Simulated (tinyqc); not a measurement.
Inside a calculation. Method: CIS on RHF in the sto-6g basis, for HF, spin multiplicity 1. Computed by tinyqc, a small Python program that keeps every step (integrals from PySCF). Settings: charge = 0, multiplicity = 1, basis = sto-6g, method = RHF, energy threshold = 1e-10, iteration cap = 85, orthogonalisation = symmetric, start = atomic densities, DIIS depth = 6. Command: `OMP_NUM_THREADS=1 python tinyqc.py 25711 25712 out.jsonl` (the two numbers bound the seeds that draw the settings). One thread of a shared host (Intel(R) Xeon(R) Processor @ 2.60GHz), about 0.1 s of CPU time with the checks. The early iterations of the SCF are left out here.

## One-electron integrals

Geometry (angstrom):
```
atom         x         y         z
F     0.000000  0.000000  0.000000
H     0.000000  0.000000  1.024000
```

Basis sto-6g: exponents (1/bohr^2) and contraction coefficients of normalised primitives:
```
element  l (shell)     exponent  coefficient
F            s (1)  1728.626574     0.009164
F            s (1)   316.941790     0.049361
F            s (1)    88.668891     0.168538
F            s (1)    30.460157     0.370563
F            s (1)    11.828570     0.416492
F            s (1)     4.871659     0.130334
F            s (2)    67.032281    -0.013253
F            s (2)    13.267438    -0.046992
F            s (2)     4.123510    -0.033785
F            s (2)     1.586463     0.250242
F            s (2)     0.689002     0.595117
F            s (2)     0.315820     0.240706
F            p (3)    67.032281     0.003760
F            p (3)    13.267438     0.037679
F            p (3)     4.123510     0.173897
F            p (3)     1.586463     0.418036
F            p (3)     0.689002     0.425860
F            p (3)     0.315820     0.101708
H            s (1)    35.523221     0.009164
H            s (1)     6.513144     0.049361
H            s (1)     1.822143     0.168538
H            s (1)     0.625955     0.370563
H            s (1)     0.243077     0.416492
H            s (1)     0.100112     0.130334
```

Overlap, kinetic and nuclear-attraction integrals over the contracted functions; the nuclear repulsion is the sum of Za Zb / Rab.

nuclear repulsion = 4.65097158 hartree

overlap S:
```
           1F 1s     1F 2s    1F 2px    1F 2py    1F 2pz     2H 1s
1F 1s   1.000000  0.232479  0.000000  0.000000  0.000000  0.039573
1F 2s   0.232479  1.000000  0.000000  0.000000  0.000000  0.383475
1F 2px  0.000000  0.000000  1.000000  0.000000  0.000000  0.000000
1F 2py  0.000000  0.000000  0.000000  1.000000  0.000000  0.000000
1F 2pz  0.000000  0.000000  0.000000  0.000000  1.000000  0.309747
2H 1s   0.039573  0.383475  0.000000  0.000000  0.309747  1.000000
```

kinetic energy T (hartree):
```
            1F 1s      1F 2s    1F 2px    1F 2py    1F 2pz      2H 1s
1F 1s   37.397730  -1.143349  0.000000  0.000000  0.000000  -0.003951
1F 2s   -1.143349   1.082297  0.000000  0.000000  0.000000   0.077615
1F 2px   0.000000   0.000000  3.251325  0.000000  0.000000   0.000000
1F 2py   0.000000   0.000000  0.000000  3.251325  0.000000   0.000000
1F 2pz   0.000000   0.000000  0.000000  0.000000  3.251325   0.192521
2H 1s   -0.003951   0.077615  0.000000  0.000000  0.192521   0.768522
```

nuclear attraction V (hartree):
```
             1F 1s       1F 2s      1F 2px      1F 2py      1F 2pz      2H 1s
1F 1s   -78.339226   -7.985849    0.000000    0.000000   -0.012771  -1.560112
1F 2s    -7.985849  -11.990264    0.000000    0.000000   -0.147713  -3.452312
1F 2px    0.000000    0.000000  -11.960003    0.000000    0.000000   0.000000
1F 2py    0.000000    0.000000    0.000000  -11.960003    0.000000   0.000000
1F 2pz   -0.012771   -0.147713    0.000000    0.000000  -12.049256  -2.464017
2H 1s    -1.560112   -3.452312    0.000000    0.000000   -2.464017  -5.760314
```

core Hamiltonian H = T + V (hartree):
```
             1F 1s       1F 2s     1F 2px     1F 2py     1F 2pz      2H 1s
1F 1s   -40.941497   -9.129198   0.000000   0.000000  -0.012771  -1.564063
1F 2s    -9.129198  -10.907967   0.000000   0.000000  -0.147713  -3.374697
1F 2px    0.000000    0.000000  -8.708677   0.000000   0.000000   0.000000
1F 2py    0.000000    0.000000   0.000000  -8.708677   0.000000   0.000000
1F 2pz   -0.012771   -0.147713   0.000000   0.000000  -8.797930  -2.271495
2H 1s    -1.564063   -3.374697   0.000000   0.000000  -2.271495  -4.991791
```

## Two-electron integrals

Functions are numbered as in S; the eight-fold symmetry (ij|kl) = (ji|kl) = (kl|ij) leaves the list below.

Two-electron integrals (ij|kl) in chemists' order, unique and non-zero (hartree):
```
(11|11) 5.406240   (21|11) 0.768129   (21|21) 0.138909   (22|11) 1.266271
(22|21) 0.283987   (22|22) 0.926367   (31|31) 0.029452   (32|31) 0.044681
(32|32) 0.204753   (33|11) 1.266273   (33|21) 0.283987   (33|22) 0.926366
(33|33) 0.998085   (41|41) 0.029452   (42|41) 0.044681   (42|42) 0.204753
(43|43) 0.053789   (44|11) 1.266273   (44|21) 0.283987   (44|22) 0.926366
(44|33) 0.890506   (44|44) 0.998085   (51|51) 0.029452   (52|51) 0.044681
(52|52) 0.204753   (53|53) 0.053789   (54|54) 0.053789   (55|11) 1.266273
(55|21) 0.283987   (55|22) 0.926366   (55|33) 0.890506   (55|44) 0.890506
(55|55) 0.998085   (61|11) 0.139399   (61|21) 0.024164   (61|22) 0.048323
(61|33) 0.048240   (61|44) 0.048240   (61|51) 0.001049   (61|52) 0.002050
(61|55) 0.048488   (61|61) 0.004274   (62|11) 0.348412   (62|21) 0.079291
(62|22) 0.288020   (62|33) 0.283960   (62|44) 0.283960   (62|51) 0.005743
(62|52) 0.043068   (62|55) 0.296140   (62|61) 0.013793   (62|62) 0.110211
(63|31) 0.008861   (63|32) 0.050553   (63|53) 0.009015   (63|63) 0.016275
(64|41) 0.008861   (64|42) 0.050553   (64|54) 0.009015   (64|64) 0.016275
(65|11) 0.234976   (65|21) 0.054237   (65|22) 0.210635   (65|33) 0.201662
(65|44) 0.201662   (65|51) 0.012306   (65|52) 0.080435   (65|55) 0.228581
(65|61) 0.009851   (65|62) 0.098932   (65|65) 0.104470   (66|11) 0.501878
(66|21) 0.116367   (66|22) 0.485676   (66|33) 0.469228   (66|44) 0.469228
(66|51) 0.010767   (66|52) 0.112207   (66|55) 0.518571   (66|61) 0.020401
(66|62) 0.238611   (66|65) 0.248474   (66|66) 0.774999
```

## Orthogonalisation

S = U s U^T; symmetric (Loewdin) form X = U s^(-1/2) U^T, so that X^T S X = 1.

eigenvalues of S: 0.484858  0.849547  1.000000  1.000000  1.123393  1.542203

X:
```
            1F 1s      1F 2s    1F 2px    1F 2py     1F 2pz      2H 1s
1F 1s    1.021884  -0.127146  0.000000  0.000000  -0.005359   0.018251
1F 2s   -0.127146   1.091526  0.000000  0.000000   0.055699  -0.232263
1F 2px   0.000000   0.000000  1.000000  0.000000   0.000000   0.000000
1F 2py   0.000000   0.000000  0.000000  1.000000   0.000000   0.000000
1F 2pz  -0.005359   0.055699  0.000000  0.000000   1.044058  -0.184359
2H 1s    0.018251  -0.232263  0.000000  0.000000  -0.184359   1.112331
```

## Iteration 7 (converged): orbitals

converged F (hartree):
```
             1F 1s      1F 2s     1F 2px     1F 2py     1F 2pz      2H 1s
1F 1s   -26.243798  -6.370098   0.000000   0.000000  -0.020249  -1.093473
1F 2s    -6.370098  -2.903784   0.000000   0.000000  -0.066898  -0.944043
1F 2px    0.000000   0.000000  -0.471387   0.000000   0.000000   0.000000
1F 2py    0.000000   0.000000   0.000000  -0.471387   0.000000   0.000000
1F 2pz   -0.020249  -0.066898   0.000000   0.000000  -0.312615  -0.528639
2H 1s    -1.093473  -0.944043   0.000000   0.000000  -0.528639  -0.468151
```

Diagonalise F' = X^T F X, C = X C', fill 5 alpha and 5 beta electrons from the bottom; D = 2 C_occ C_occ^T. Each column has its largest component positive (the first on a tie).

F' = X^T F X (hartree):
```
            1          2          3          4          5          6
1  -25.832990  -3.179504   0.000000   0.000000  -0.039580  -0.156993
2   -3.179504  -1.722097   0.000000   0.000000   0.084788  -0.473187
3    0.000000   0.000000  -0.471387   0.000000   0.000000   0.000000
4    0.000000   0.000000   0.000000  -0.471387   0.000000   0.000000
5   -0.039580   0.084788   0.000000   0.000000  -0.149460  -0.522204
6   -0.156993  -0.473187   0.000000   0.000000  -0.522204  -0.046625
```

orbital energies (hartree): MO1 -26.247054, MO2 -1.457849, MO3 -0.560613, MO4 -0.471387, MO5 -0.471387, MO6 0.514343

coefficients C:
```
              MO1        MO2        MO3        MO4       MO5        MO6
1F 1s    0.997126  -0.240356   0.064998   0.000000  0.000000   0.067221
1F 2s    0.012558   0.965458  -0.364394   0.000000  0.000000  -0.446758
1F 2px   0.000000   0.000000   0.000000  -0.018573  0.999828   0.000000
1F 2py   0.000000   0.000000   0.000000   0.999828  0.018573   0.000000
1F 2pz   0.001633   0.060812   0.695743   0.000000  0.000000  -0.799636
2H 1s   -0.002805   0.128754   0.551012   0.000000  0.000000   1.002670
```

D after iteration 7:
```
            1F 1s      1F 2s    1F 2px    1F 2py     1F 2pz      2H 1s
1F 1s    2.112513  -0.486434  0.000000  0.000000   0.064468   0.004141
1F 2s   -0.486434   2.130102  0.000000  0.000000  -0.389585  -0.153028
1F 2px   0.000000   0.000000  2.000000  0.000000   0.000000   0.000000
1F 2py   0.000000   0.000000  0.000000  2.000000   0.000000   0.000000
1F 2pz   0.064468  -0.389585  0.000000  0.000000   0.975518   0.782375
2H 1s    0.004141  -0.153028  0.000000  0.000000   0.782375   0.640399
```

Within a degenerate level the vectors are fixed only up to a rotation; this is one choice.

## Convergence

Stop when the energy changes by less than 1e-10 hartree and every element of the error matrix X^T (F D S - S D F) X is below 3e-06.

Course of the cycle:
```
iteration    E (hartree)     change  largest element of the error matrix
1          -100.25177785          -                             1.09e+00
2           -99.45574379   7.96e-01                             2.62e-01
3           -99.49562875  -3.99e-02                             2.84e-02
4           -99.49631496  -6.86e-04                             3.63e-03
5           -99.49632280  -7.83e-06                             5.74e-05
6           -99.49632280  -1.74e-09                             2.05e-06
7           -99.49632280  -2.22e-12                             1.37e-08
```

PySCF RHF in the same basis = -99.49632280 hartree

Converged in 7 iterations.

## Integrals over molecular orbitals

(pq|rs) = sum C_ip C_jq C_kr C_ls (ij|kl), one index at a time.

one-electron integrals over orbitals h = C^T H C (hartree):
```
            1          2          3          4          5          6
1  -40.927980   0.720572  -0.189748   0.000000   0.000000  -0.205569
2    0.720572  -9.205750   0.561943   0.000000   0.000000   1.078587
3   -0.189748   0.561943  -7.387920   0.000000   0.000000   1.993900
4    0.000000   0.000000   0.000000  -8.708677   0.000000   0.000000
5    0.000000   0.000000   0.000000   0.000000  -8.708677   0.000000
6   -0.205569   1.078587   1.993900   0.000000   0.000000  -6.107031
```

Two-electron integrals over orbitals (pq|rs), unique and non-zero (hartree):
```
(11|11) 5.381508    (21|11) -0.523662   (21|21) 0.082233    (22|11) 1.230310
(22|21) -0.022333   (22|22) 0.863963    (31|11) 0.145386    (31|21) -0.021507
(31|22) 0.011080    (31|31) 0.021981    (32|11) -0.144432   (32|21) 0.007971
(32|22) -0.032035   (32|31) 0.020813    (32|32) 0.152334    (33|11) 0.969931
(33|21) -0.009741   (33|22) 0.740050    (33|31) -0.004494   (33|32) -0.036380
(33|33) 0.738628    (41|41) 0.030382    (42|41) 0.039391    (42|42) 0.184446
(43|41) -0.009932   (43|42) -0.037815   (43|43) 0.043420    (44|11) 1.265978
(44|21) -0.013875   (44|22) 0.886669    (44|31) 0.003701    (44|32) -0.075450
(44|33) 0.732468    (44|44) 0.998085    (51|51) 0.030382    (52|51) 0.039391
(52|52) 0.184446    (53|51) -0.009932   (53|52) -0.037815   (53|53) 0.043420
(54|54) 0.053789    (55|11) 1.265978    (55|21) -0.013875   (55|22) 0.886669
(55|31) 0.003701    (55|32) -0.075450   (55|33) 0.732468    (55|44) 0.890506
(55|55) 0.998085    (61|11) 0.155087    (61|21) -0.026115   (61|22) 0.001852
(61|31) -0.009702   (61|32) -0.024774   (61|33) 0.010004    (61|44) 0.003861
(61|55) 0.003861    (61|61) 0.025029    (62|11) -0.222899   (62|21) 0.005661
(62|22) -0.117739   (62|31) -0.020308   (62|32) -0.057076   (62|33) -0.032633
(62|44) -0.114951   (62|55) -0.114951   (62|61) 0.016712    (62|62) 0.094332
(63|11) -0.376856   (63|21) 0.005943    (63|22) -0.190012   (63|31) 0.002143
(63|32) 0.092125    (63|33) -0.114289   (63|44) -0.211942   (63|55) -0.211942
(63|61) -0.005597   (63|62) 0.051406    (63|63) 0.194157    (64|41) -0.009565
(64|42) -0.038016   (64|43) -0.017556   (64|64) 0.030521    (65|51) -0.009565
(65|52) -0.038016   (65|53) -0.017556   (65|65) 0.030521    (66|11) 0.874953
(66|21) -0.008877   (66|22) 0.668843    (66|31) 0.014063    (66|32) 0.063764
(66|33) 0.667304    (66|44) 0.643433    (66|55) 0.643433    (66|61) -0.009054
(66|62) -0.064246   (66|63) -0.015863   (66|66) 0.707194
```

## CIS matrix, singlets

A(ia,jb) = (e_a - e_i) d_ij d_ab + 2 (ia|jb) - (ij|ab).

CIS matrix A, singlet (hartree):
```
           1>6       2>6        3>6       4>6       5>6
1>6  25.936503  0.042300  -0.025258  0.000000  0.000000
2>6   0.042300  1.492012   0.039047  0.000000  0.000000
3>6  -0.025258  0.039047   0.795965  0.000000  0.000000
4>6   0.000000  0.000000   0.000000  0.403339  0.000000
5>6   0.000000  0.000000   0.000000  0.000000  0.403339
```

## CIS singlet states

dipole integrals <i|r|a> (bohr):
```
             x          y          z
1>6   0.000000   0.000000  -0.041454
2>6   0.000000   0.000000   0.041792
3>6   0.000000   0.000000   1.006599
4>6   0.000339  -0.018265   0.000000
5>6  -0.018265  -0.000339   0.000000
```

Diagonalise A (1 hartree = 27.211386 eV); each vector has its largest component positive (the first on a tie). The transition dipole is mu = sqrt2 sum c_ia <i|r|a>.

singlet excitation energies (eV): 10.975413  10.975413  21.599074  40.657282  705.770871

lowest vectors:
```
       state 1   state 2    state 3    state 4    state 5
1>6   0.000000  0.000000   0.001097  -0.001670   0.999998
2>6   0.000000  0.000000  -0.055900   0.998435   0.001729
3>6   0.000000  0.000000   0.998436   0.055902  -0.001002
4>6   0.863546  0.504269   0.000000   0.000000   0.000000
5>6  -0.504269  0.863546   0.000000   0.000000   0.000000
```

oscillator strengths 2/3 w |mu|^2: 0.000179  0.000179  1.063936  0.019159  0.062141

Within a degenerate level the vectors are fixed only up to a rotation; this is one choice.

## CIS matrix, triplets

A(ia,jb) = (e_a - e_i) d_ij d_ab - (ij|ab).

CIS matrix A, triplet (hartree):
```
           1>6        2>6        3>6       4>6       5>6
1>6  25.886444   0.008877  -0.014063  0.000000  0.000000
2>6   0.008877   1.303349  -0.063764  0.000000  0.000000
3>6  -0.014063  -0.063764   0.407652  0.000000  0.000000
4>6   0.000000   0.000000   0.000000  0.342297  0.000000
5>6   0.000000   0.000000   0.000000  0.000000  0.342297
```

## CIS triplet states

Diagonalise A (1 hartree = 27.211386 eV); each vector has its largest component positive (the first on a tie).

triplet excitation energies (eV): 9.314388  9.314388  10.969677  35.588719  704.406331

lowest vectors:
```
       state 1   state 2   state 3    state 4    state 5
1>6   0.000000  0.000000  0.000526  -0.000401   1.000000
2>6   0.000000  0.000000  0.070649   0.997501   0.000363
3>6   0.000000  0.000000  0.997501  -0.070649  -0.000553
4>6  -0.211773  0.977319  0.000000   0.000000   0.000000
5>6   0.977319  0.211773  0.000000   0.000000   0.000000
```

Within a degenerate level the vectors are fixed only up to a rotation; this is one choice.
